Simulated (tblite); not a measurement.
A geometry optimisation, step by step.

C₄H₈Cl (doublet state).
SMILES with atom numbers: `[CH2:1][C:2]([CH3:3])([CH3:4])[Cl:5]` (hydrogens: H6, H7 on C1; H8, H9, H10 on C3; H11, H12, H13 on C4)

Computed with GFN2-xTB (tblite), gas phase: L-BFGS steps from a force-field or distance-geometry start until the largest atomic force falls under 0.01 eV/Å. 13 of its 39 geometries are shown.

Step 0: E = -465.8047 eV, largest atomic force 1.548 eV/Å
```
atom  x, y, z in Å  |  force x, y, z in eV/Å
C1     -0.508    1.457    0.061   -0.196  -0.285   0.330
C2      0.067    0.114    0.319   -0.465   0.567  -1.363
C3      1.270   -0.163   -0.593    0.233   0.132  -0.156
C4     -0.985   -0.979    0.160   -0.274  -0.656   0.781
Cl5     0.648    0.109    2.034    0.169  -0.037   0.518
H6      0.118    2.291   -0.216   -0.034  -0.227   0.065
H7     -1.538    1.682    0.348    0.578  -0.208  -0.130
H8      2.050    0.605   -0.478   -0.332  -0.256   0.050
H9      1.719   -1.139   -0.389   -0.145   0.192   0.085
H10     0.947   -0.157   -1.644    0.016   0.025   0.356
H11    -0.571   -1.978    0.385   -0.040   0.501  -0.072
H12    -1.841   -0.832    0.841    0.426   0.092  -0.216
H13    -1.379   -1.010   -0.846    0.067   0.158  -0.248
```

Step 3: E = -465.8984 eV, largest atomic force 0.199 eV/Å
```
atom  x, y, z in Å  |  force x, y, z in eV/Å
C1     -0.507    1.447    0.071    0.051  -0.046  -0.035
C2      0.042    0.127    0.255   -0.034  -0.110  -0.058
C3      1.270   -0.159   -0.598   -0.105   0.001  -0.023
C4     -0.992   -0.990    0.169    0.026   0.112  -0.162
Cl5     0.657    0.108    2.060    0.031  -0.001   0.080
H6      0.116    2.275   -0.211    0.092  -0.044   0.021
H7     -1.518    1.672    0.346   -0.065  -0.069   0.070
H8      2.037    0.599   -0.473   -0.034   0.075   0.082
H9      1.710   -1.129   -0.381   -0.096   0.008   0.123
H10     0.948   -0.155   -1.634    0.039  -0.011  -0.184
H11    -0.565   -1.964    0.387    0.133   0.032   0.057
H12    -1.828   -0.824    0.841    0.018   0.104   0.091
H13    -1.374   -1.005   -0.849   -0.056  -0.053  -0.062
```

Step 6: E = -465.9109 eV, largest atomic force 0.136 eV/Å
```
atom  x, y, z in Å  |  force x, y, z in eV/Å
C1     -0.504    1.441    0.071   -0.061   0.041  -0.014
C2      0.031    0.124    0.230    0.054   0.074   0.101
C3      1.263   -0.157   -0.605    0.047   0.005  -0.047
C4     -0.995   -0.987    0.159   -0.022  -0.056   0.060
Cl5     0.663    0.107    2.076   -0.028  -0.017  -0.099
H6      0.126    2.264   -0.206    0.043  -0.006   0.033
H7     -1.517    1.659    0.353    0.009  -0.014   0.041
H8      2.026    0.604   -0.462   -0.072   0.006   0.009
H9      1.694   -1.125   -0.364   -0.044  -0.005   0.020
H10     0.956   -0.157   -1.651    0.099  -0.029  -0.029
H11    -0.549   -1.952    0.393    0.001   0.068  -0.017
H12    -1.819   -0.810    0.848    0.051   0.024  -0.053
H13    -1.381   -1.011   -0.859   -0.078  -0.090  -0.005
```

Step 10: E = -465.9160 eV, largest atomic force 0.125 eV/Å
```
atom  x, y, z in Å  |  force x, y, z in eV/Å
C1     -0.508    1.444    0.069    0.022   0.000   0.002
C2      0.033    0.127    0.231   -0.052  -0.034  -0.109
C3      1.262   -0.157   -0.610   -0.009   0.000   0.025
C4     -0.995   -0.985    0.157   -0.001   0.014  -0.024
Cl5     0.660    0.103    2.062   -0.001  -0.011  -0.034
H6      0.134    2.262   -0.199   -0.021   0.038   0.026
H7     -1.518    1.656    0.363    0.000   0.040   0.020
H8      2.016    0.609   -0.458    0.041   0.015  -0.002
H9      1.684   -1.125   -0.356    0.024   0.000   0.003
H10     0.974   -0.162   -1.660    0.020  -0.011   0.010
H11    -0.542   -1.943    0.394    0.008  -0.035   0.025
H12    -1.813   -0.801    0.846   -0.035  -0.002   0.029
H13    -1.393   -1.027   -0.857    0.004  -0.015   0.029
```

Step 13: E = -465.9180 eV, largest atomic force 0.061 eV/Å
```
atom  x, y, z in Å  |  force x, y, z in eV/Å
C1     -0.508    1.446    0.068   -0.018   0.006  -0.021
C2      0.026    0.128    0.214    0.012   0.008   0.019
C3      1.263   -0.156   -0.610    0.031  -0.003  -0.042
C4     -0.997   -0.986    0.156   -0.038  -0.041   0.005
Cl5     0.659    0.100    2.050    0.012   0.004   0.038
H6      0.135    2.265   -0.190   -0.012   0.037   0.019
H7     -1.516    1.659    0.371    0.006   0.035   0.013
H8      2.015    0.613   -0.455    0.019  -0.015   0.009
H9      1.682   -1.124   -0.351    0.036   0.008   0.017
H10     0.988   -0.167   -1.663   -0.001  -0.005  -0.045
H11    -0.539   -1.941    0.398   -0.018   0.001   0.026
H12    -1.813   -0.797    0.847   -0.001  -0.018   0.012
H13    -1.400   -1.039   -0.853   -0.027  -0.019  -0.051
```

Step 16: E = -465.9192 eV, largest atomic force 0.030 eV/Å
```
atom  x, y, z in Å  |  force x, y, z in eV/Å
C1     -0.510    1.448    0.065    0.000  -0.005  -0.001
C2      0.022    0.128    0.206    0.010   0.010   0.014
C3      1.265   -0.156   -0.614   -0.016  -0.001  -0.001
C4     -1.001   -0.989    0.154    0.016   0.020  -0.008
Cl5     0.659    0.098    2.047   -0.001   0.010   0.016
H6      0.134    2.272   -0.182   -0.009  -0.011   0.011
H7     -1.514    1.667    0.378    0.013   0.001   0.003
H8      2.017    0.613   -0.454   -0.014  -0.020  -0.011
H9      1.686   -1.122   -0.347    0.012   0.019  -0.006
H10     0.997   -0.170   -1.669    0.013  -0.004  -0.005
H11    -0.539   -1.941    0.404   -0.027   0.012   0.002
H12    -1.814   -0.797    0.850    0.010  -0.014  -0.022
H13    -1.407   -1.049   -0.855   -0.006  -0.018   0.010
```

Step 19: E = -465.9194 eV, largest atomic force 0.012 eV/Å
```
atom  x, y, z in Å  |  force x, y, z in eV/Å
C1     -0.510    1.448    0.065    0.004  -0.001   0.007
C2      0.023    0.129    0.206   -0.004  -0.005  -0.008
C3      1.265   -0.156   -0.615    0.001   0.000   0.001
C4     -1.000   -0.988    0.153   -0.001  -0.001  -0.001
Cl5     0.659    0.099    2.048   -0.002   0.009   0.005
H6      0.133    2.272   -0.180    0.007  -0.001   0.003
H7     -1.513    1.668    0.379   -0.002  -0.005   0.006
H8      2.017    0.612   -0.455    0.000   0.008  -0.009
H9      1.688   -1.121   -0.347    0.003  -0.001  -0.003
H10     0.999   -0.171   -1.671   -0.002  -0.004   0.001
H11    -0.542   -1.941    0.405   -0.001  -0.004   0.002
H12    -1.814   -0.799    0.848   -0.008   0.006  -0.006
H13    -1.408   -1.051   -0.855    0.006  -0.002   0.001
```

Step 22: E = -465.9194 eV, largest atomic force 0.017 eV/Å
```
atom  x, y, z in Å  |  force x, y, z in eV/Å
C1     -0.509    1.448    0.066   -0.004   0.004   0.000
C2      0.022    0.128    0.203    0.008   0.004   0.014
C3      1.264   -0.156   -0.615    0.011   0.001  -0.007
C4     -1.001   -0.988    0.153   -0.008  -0.012   0.006
Cl5     0.659    0.101    2.050   -0.003   0.004  -0.004
H6      0.134    2.272   -0.178    0.004   0.000   0.004
H7     -1.512    1.667    0.381    0.002  -0.002   0.004
H8      2.016    0.613   -0.456   -0.002   0.008  -0.004
H9      1.689   -1.120   -0.347    0.002  -0.004   0.002
H10     1.000   -0.173   -1.671   -0.006  -0.005  -0.003
H11    -0.542   -1.940    0.406    0.002  -0.003   0.004
H12    -1.815   -0.797    0.847   -0.006   0.007  -0.003
H13    -1.408   -1.054   -0.855    0.002  -0.001  -0.013
```

Step 25: E = -465.9196 eV, largest atomic force 0.013 eV/Å
```
atom  x, y, z in Å  |  force x, y, z in eV/Å
C1     -0.509    1.448    0.067    0.001  -0.005  -0.006
C2      0.022    0.128    0.203    0.001  -0.004   0.002
C3      1.265   -0.156   -0.616   -0.005   0.000   0.001
C4     -1.001   -0.989    0.153    0.003   0.003  -0.004
Cl5     0.657    0.104    2.051   -0.001  -0.006  -0.011
H6      0.136    2.272   -0.176   -0.004  -0.002   0.006
H7     -1.512    1.667    0.384    0.006   0.002   0.002
H8      2.015    0.615   -0.460   -0.004  -0.001   0.000
H9      1.691   -1.119   -0.347    0.001   0.007   0.006
H10     1.000   -0.175   -1.672   -0.009  -0.004   0.003
H11    -0.544   -1.941    0.408   -0.001   0.004   0.008
H12    -1.818   -0.796    0.844    0.003   0.002  -0.002
H13    -1.407   -1.056   -0.856    0.010   0.003  -0.003
```

Step 28: E = -465.9196 eV, largest atomic force 0.018 eV/Å
```
atom  x, y, z in Å  |  force x, y, z in eV/Å
C1     -0.509    1.447    0.067    0.001   0.001  -0.002
C2      0.023    0.127    0.205   -0.009  -0.002  -0.016
C3      1.265   -0.156   -0.617   -0.008  -0.003   0.004
C4     -1.001   -0.989    0.152    0.007   0.007  -0.004
Cl5     0.656    0.105    2.049    0.007  -0.012   0.004
H6      0.136    2.271   -0.172    0.003   0.004  -0.001
H7     -1.510    1.666    0.387   -0.007   0.002   0.002
H8      2.014    0.617   -0.463   -0.004  -0.002  -0.002
H9      1.694   -1.118   -0.346    0.003   0.003   0.005
H10     0.997   -0.178   -1.672   -0.005  -0.002   0.004
H11    -0.546   -1.941    0.411   -0.002   0.002   0.004
H12    -1.820   -0.794    0.840    0.003   0.000  -0.005
H13    -1.403   -1.056   -0.858    0.011   0.001   0.006
```

Step 32: E = -465.9198 eV, largest atomic force 0.017 eV/Å
```
atom  x, y, z in Å  |  force x, y, z in eV/Å
C1     -0.509    1.447    0.067   -0.001   0.006   0.008
C2      0.022    0.127    0.202    0.005   0.008   0.014
C3      1.264   -0.157   -0.618    0.004   0.003  -0.002
C4     -1.001   -0.989    0.151   -0.004  -0.002   0.003
Cl5     0.656    0.105    2.049    0.005  -0.009   0.002
H6      0.138    2.271   -0.168   -0.004   0.002  -0.004
H7     -1.509    1.666    0.391    0.000   0.003  -0.005
H8      2.010    0.619   -0.467    0.000   0.003  -0.005
H9      1.697   -1.115   -0.344   -0.004  -0.002   0.001
H10     0.994   -0.183   -1.672    0.003  -0.006  -0.003
H11    -0.548   -1.940    0.415    0.004   0.001  -0.001
H12    -1.821   -0.790    0.836   -0.007   0.000  -0.003
H13    -1.398   -1.059   -0.860   -0.002  -0.007  -0.006
```

Step 35: E = -465.9198 eV, largest atomic force 0.022 eV/Å
```
atom  x, y, z in Å  |  force x, y, z in eV/Å
C1     -0.509    1.448    0.069    0.012  -0.011   0.015
C2      0.023    0.128    0.204    0.000  -0.012   0.001
C3      1.264   -0.157   -0.618   -0.004   0.007   0.002
C4     -1.001   -0.989    0.151   -0.005   0.003  -0.004
Cl5     0.658    0.101    2.049    0.001  -0.001  -0.003
H6      0.139    2.273   -0.166   -0.014  -0.002  -0.001
H7     -1.509    1.667    0.393    0.010   0.004  -0.009
H8      2.008    0.621   -0.473    0.006   0.002  -0.004
H9      1.699   -1.114   -0.341   -0.010   0.009   0.000
H10     0.991   -0.188   -1.672    0.004  -0.005   0.001
H11    -0.549   -1.940    0.420    0.005   0.009   0.002
H12    -1.825   -0.788    0.830   -0.006  -0.001   0.000
H13    -1.392   -1.062   -0.863   -0.001  -0.002   0.000
```

Step 38: E = -465.9199 eV, largest atomic force 0.008 eV/Å
```
atom  x, y, z in Å  |  force x, y, z in eV/Å
C1     -0.507    1.448    0.073    0.003  -0.002   0.003
C2      0.023    0.128    0.205   -0.002  -0.004  -0.007
C3      1.263   -0.156   -0.619   -0.001  -0.001   0.000
C4     -1.001   -0.988    0.150    0.001   0.001  -0.002
Cl5     0.661    0.096    2.049   -0.001   0.000  -0.001
H6      0.138    2.274   -0.163    0.001  -0.001  -0.001
H7     -1.508    1.669    0.394   -0.001  -0.001   0.000
H8      2.006    0.625   -0.479    0.002  -0.001  -0.001
H9      1.700   -1.111   -0.338    0.001   0.002   0.003
H10     0.989   -0.195   -1.672   -0.001   0.003   0.000
H11    -0.550   -1.938    0.424    0.000   0.002   0.004
H12    -1.829   -0.785    0.824    0.000  -0.003  -0.002
H13    -1.387   -1.066   -0.866   -0.001   0.003   0.003
```

Q: Summarise the path.

A: The energy falls by 2.66 kcal/mol from step 0 to step 38; nine tenths of that is first reached at step 6. It falls at every step. The largest force goes from 1.548 to 0.008 eV/Å. Among the bonds C2–Cl5 changes most, from 1.811 to 1.952 Å; the atoms move by 0.058 Å rms after alignment.

Q: Follow the three bonds and two angles with the largest change from start to end.

A: 
```tsv
step	E above end (kcal/mol)	largest force (eV/Å)	C2–Cl5 (Å)	C1–C2 (Å)	C2–C3 (Å)	C4–C2–Cl5 (°)	C1–C2–Cl5 (°)
0	2.66	1.548	1.811	1.484	1.534	108.6	106.9
2	0.73	0.410	1.879	1.451	1.529	105.9	105.4
3	0.50	0.199	1.907	1.442	1.523	105.4	104.6
5	0.29	0.155	1.941	1.433	1.515	105.0	103.7
7	0.16	0.125	1.951	1.430	1.515	105.0	103.6
8	0.14	0.113	1.946	1.431	1.516	105.0	103.8
10	0.09	0.125	1.935	1.432	1.516	104.9	104.0
12	0.06	0.056	1.938	1.430	1.514	104.5	103.6
13	0.05	0.061	1.942	1.430	1.513	104.2	103.4
15	0.02	0.049	1.949	1.429	1.515	104.0	103.2
17	0.02	0.027	1.948	1.430	1.516	104.0	103.3
18	0.01	0.015	1.948	1.430	1.516	104.0	103.3
20	0.01	0.013	1.951	1.429	1.515	104.0	103.2
21	0.01	0.014	1.952	1.429	1.515	104.0	103.1
23	0.01	0.018	1.955	1.429	1.515	103.9	102.9
25	0.01	0.013	1.954	1.429	1.516	104.0	102.8
26	0.01	0.013	1.953	1.429	1.516	104.0	102.9
28	0.01	0.018	1.950	1.430	1.516	104.1	102.8
30	0.01	0.016	1.951	1.429	1.515	104.1	102.8
31	0.01	0.014	1.952	1.429	1.515	104.1	102.7
33	0.00	0.016	1.953	1.429	1.515	104.0	102.8
35	0.00	0.022	1.952	1.430	1.515	104.1	102.9
36	0.00	0.021	1.951	1.430	1.516	104.1	103.0
38	0.00	0.008	1.952	1.429	1.515	104.1	102.9
```

The cost below is that of the whole relaxation. Time: 0.15 s. Hardware: Arm Neoverse V2, one thread, shared host with 96 logical CPUs at a one-minute load of 56.
